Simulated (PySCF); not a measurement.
## PySCF run on NaC

Input:

```python
from pyscf import gto, scf, ci

mol = gto.M(
    atom='Na 0 0 0; C 0 0 2.399',
    basis='6-31+g*',
    charge=0,
    spin=3,
    verbose=4,
)
mf = scf.UHF(mol)
mf = mf.density_fit(auxbasis='def2-universal-jkfit')
mf.kernel()
ci.CISD(mf).kernel()
mf.dip_moment()
print('orbital energies (hartree):', [e[max(0, n-3):n+3].round(4) for e, n in zip(mf.mo_energy, mol.nelec)])
```

```bash
$ OMP_NUM_THREADS=1 python input.py
```

It prints (some set-up lines and the per-cycle HOMO/LUMO lines with their warnings removed):

```
PySCF version 2.14.0

[INPUT] verbose = 4
[INPUT] num. atoms = 2
[INPUT] num. electrons = 17
[INPUT] charge = 0
[INPUT] spin (= nelec alpha-beta = 2S) = 3
[INPUT] symmetry False subgroup None
[INPUT] Mole.unit = angstrom
[INPUT] Symbol           X                Y                Z      unit          X                Y                Z       unit  Magmom
[INPUT]  1 Na     0.000000000000   0.000000000000   0.000000000000 AA    0.000000000000   0.000000000000   0.000000000000 Bohr   0.0
[INPUT]  2 C      0.000000000000   0.000000000000   2.399000000000 AA    0.000000000000   0.000000000000   4.533452972832 Bohr   0.0

nuclear repulsion = 14.558439316682
number of shells = 18
number of NR pGTOs = 86
number of NR cGTOs = 40
basis = 6-31+g*
ecp = {}

******** <class 'pyscf.df.df_jk.DFUHF'> ********
method = DFUHF
initial guess = minao
damping factor = 0
level_shift factor = 0
DIIS = <class 'pyscf.scf.diis.CDIIS'>
diis_start_cycle = 1
diis_space = 8
diis_damp = 0
SCF conv_tol = 1e-09
SCF conv_tol_grad = None
SCF max_cycles = 50
direct_scf = False
number electrons alpha = 10  beta = 7
Set gradient conv threshold to 3.16228e-05
******** <class 'pyscf.df.df.DF'> ********
auxbasis = def2-universal-jkfit
init E= -199.138740076599

cycle= 1 E= -199.520222581848  delta_E= -0.381  |g|= 0.152  |ddm|= 0.834
cycle= 2 E= -199.559410091294  delta_E= -0.0392  |g|= 0.0839  |ddm|= 0.342
cycle= 3 E= -199.565502397639  delta_E= -0.00609  |g|= 0.0346  |ddm|= 0.0983
cycle= 4 E= -199.569019445718  delta_E= -0.00352  |g|= 0.0128  |ddm|= 0.129
cycle= 5 E= -199.569796215106  delta_E= -0.000777  |g|= 0.00577  |ddm|= 0.0687
cycle= 6 E= -199.569942609017  delta_E= -0.000146  |g|= 0.00144  |ddm|= 0.0361
cycle= 7 E= -199.569948807463  delta_E= -6.2e-06  |g|= 0.000391  |ddm|= 0.0059
cycle= 8 E= -199.569949379697  delta_E= -5.72e-07  |g|= 0.000118  |ddm|= 0.00175
cycle= 9 E= -199.569949434064  delta_E= -5.44e-08  |g|= 4.71e-05  |ddm|= 0.000421
cycle= 10 E= -199.569949445532  delta_E= -1.15e-08  |g|= 2.27e-05  |ddm|= 0.000236
cycle= 11 E= -199.569949447159  delta_E= -1.63e-09  |g|= 8.36e-06  |ddm|= 8.73e-05
cycle= 12 E= -199.569949447365  delta_E= -2.06e-10  |g|= 2.02e-06  |ddm|= 3.25e-05
Extra cycle  E= -199.569949447373  delta_E= -8.36e-12  |g|= 9.36e-07  |ddm|= 4.52e-06
converged SCF energy = -199.569949447373  <S^2> = 3.7555629  2S+1 = 4.0027805

WARN: DF-UCISD for DFHF method <pyscf.df.df_jk.DFUHF object> is not available. Normal UCISD method is called.

******** <class 'pyscf.ci.ucisd.UCISD'> ********
CISD nocc = (np.int64(10), np.int64(7)), nmo = (40, 40)
max_cycle = 50
direct = 0
conv_tol = 1e-09
max_cycle = 50
max_space = 12
lindep = 0
nroots = 1
Init t2, MP2 energy = -0.075262909909972
UCISD converged
E(UCISD) = -199.6594509714242  E_corr = -0.08950152405077699
Dipole moment(X, Y, Z, Debye):  0.00000, -0.00000, -9.24493
orbital energies (hartree): [array([-0.2888, -0.2812, -0.2812, -0.0198,  0.0135,  0.0135]), array([-1.556 , -1.553 , -0.4162, -0.02  ,  0.013 ,  0.013 ])]
```

In short: E(SCF) = -199.569949 Eh, 12 cycles, E(CISD) − E(SCF) = -0.08950 Eh, ⟨S²⟩ = 3.756, μz(SCF) = -9.24 D.

It ran on Arm Neoverse V2 (1 thread, shared host) in 1.9 s, peak memory 0.15 GiB.

The bond length is a typed value, not an optimised one. No search for the lowest solution was made.
